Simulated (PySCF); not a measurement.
Compound: C₂H₄O₃S.
Cartesian coordinates in Å at the PBE0-D3(BJ)/def2-SVP level; atoms count from 1:
```
atom  x, y, z in Å
C1     1.5840    0.4780   -0.1772
C2     0.5872    0.0760    0.6041
S3    -0.8297   -0.7045   -0.0930
O4    -0.7130   -0.7165   -1.5406
O5    -1.1108   -1.8906    0.6773
O6    -1.9968    0.3552    0.2932
H7     1.5198    0.3535   -1.2621
H8     2.4829    0.9311    0.2481
H9     0.5621    0.1402    1.6952
H10   -2.0856    0.9775   -0.4449
```

Computed with PySCF, PBE0-D3(BJ)/def2-SVP geometry optimisation, gas phase.

Take the most abundant isotopes and a rigid rotor. The values belong to one conformer with, in the numbering `[CH2:1]=[CH:2][S:3](=[O:4])(=[O:5])[OH:6]`, C1–C2–S3–O4 -4°, C2–S3–O6–H 92°.

What are A, B and C (MHz)?

Ia = 107.48, Ib = 194.01, Ic = 199.03 u·Å²; 505379 MHz·u·Å²/I gives A = 4702, B = 2605, C = 2539 MHz.

What kind of rotor is it?

A near-prolate asymmetric top. Ray's parameter κ = (2B − A − C)/(A − C) = -0.939; −1 is the prolate and +1 the oblate limit.

Is it planar, by Δ = Ic − Ia − Ib?

Not planar: Δ = Ic − Ia − Ib = -102.47 u·Å². For a rigid frame Δ = −2 Σ m c², so Σ m c² = 51.23 u·Å² lies off the ab plane: 3.57 from hydrogen and 47.66 from heavier atoms. The atom farthest from that plane is 1.71 Å away.

Give the other two planar moments, Paa and Pbb, and the rms extents of the mass along the axes.

Paa = Σ m a² = (Ib + Ic − Ia)/2 = 142.78 and Pbb = Σ m b² = (Ia + Ic − Ib)/2 = 56.25 u·Å². With the mass M = 107.99 u, the rms extents √(P/M) along a, b and c are 1.15, 0.72, 0.69 Å.

List the rotational levels J(Ka,Kc) to J = 3 (K).

Above 0(0,0), as E/k:
J = 1: 1(0,1) 0.247, 1(1,1) 0.348, 1(1,0) 0.351
J = 2: 2(0,2) 0.741, 2(1,2) 0.838, 2(1,1) 0.848, 2(2,1) 1.149, 2(2,0) 1.150
J = 3: 3(0,3) 1.481, 3(1,3) 1.574, 3(1,2) 1.593, 3(2,2) 1.890, 3(2,1) 1.890, 3(3,1) 2.401, 3(3,0) 2.401

Which lines would a microwave search look for?

The dipole components are |μa| = 3.38 D, |μb| = 0.39 D, |μc| = 2.69 D. Intensities carry the squares of the components, which stand as 1.00 : 0.01 : 0.63 (a : b : c). Some lines, for components of 0.1 D or more:

```tsv
type	branch	J(Ka,Kc)	MHz	lower level (cm⁻¹)
c	Q	2(1,2) ← 2(0,2)	2033	0.515
b	Q	1(1,0) ← 1(0,1)	2163	0.172
c	Q	2(2,1) ← 2(1,1)	6291	0.589
b	Q	2(2,0) ← 2(1,1)	6293	0.589
b	Q	2(2,1) ← 2(1,2)	6488	0.583
b	R	1(1,1) ← 0(0,0)	7241	0.000
c	R	1(1,0) ← 0(0,0)	7307	0.000
a	R	2(0,2) ← 1(0,1)	10287	0.172
b	R	2(2,1) ← 1(1,0)	16645	0.244
c	R	2(2,0) ← 1(1,0)	16646	0.244
c	R	2(2,1) ← 1(1,1)	16711	0.242
```

Estimate the classical rotational partition function at 10 K, 25 K and 298.15 K.

Point group C1, symmetry number σ = 1; q = (√π/σ)·√((kT/h)³/(ABC)), k/h = 20836.6 MHz/K: 956 at 10 K, 3780 at 25 K, 156000 at 298.15 K.

Not checked by PBE0-D3(BJ)/def2-SVP frequencies. No vibrational averaging or centrifugal distortion is included, and the geometry carries the error of its method.
